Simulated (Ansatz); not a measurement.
Take GaN in the wurtzite structure (space group P6_3mc, No. 186) as the base.

```
GaN
1.0
    3.18261     0.00000     0.00000
   -1.59131     2.75622     0.00000
    0.00000     0.00000     5.18530
Ga N
2 2
Direct
  0.66667   0.33333   0.00091
  0.33333   0.66667   0.50091
  0.66667   0.33333   0.62429
  0.33333   0.66667   0.12429
```

Levels (all Ansatz, a program for electronic structure, PAW): PBEsol (420 eV, spin-orbit coupling left out); HSE06 (420 eV, no SOC).

Levels that relaxed their own cell: PBEsol.

| level | band gap | lattice parameter a | lattice parameter c |
|---|---|---|---|
| PBEsol | 1.88 eV | 3.183 Å | 5.185 Å |
| HSE06 | 3.19 eV | – | – |

Measured: band gap 3.68 eV (static lattice; corrected from measurement; as listed in Wei Chen et al., Physical Review Materials (2018)); lattice parameter a 3.189 Å (room temperature; as listed in M J Lucero, T M Henderson, G E Scuseria, Journal of Physics Condensed Matter (2012)); lattice parameter c 5.185 Å (room temperature; as listed in M J Lucero, T M Henderson, G E Scuseria, Journal of Physics Condensed Matter (2012)).

Computed minus measured — band gap: PBEsol -1.80 eV, HSE06 -0.49 eV (closest: HSE06); lattice parameter a: PBEsol -0.2 %; lattice parameter c: PBEsol +0.0 %. Measured values not marked as corrected hold thermal and zero-point effects that the static-lattice runs lack. A measured gap can be an optical one, lowered by exciton binding. Levels without spin-orbit coupling miss its lowering of the gap, often about a third of the valence-band splitting.

Single points use the geometry relaxed with PBEsol. Whether these cells are dynamically stable was not tested.
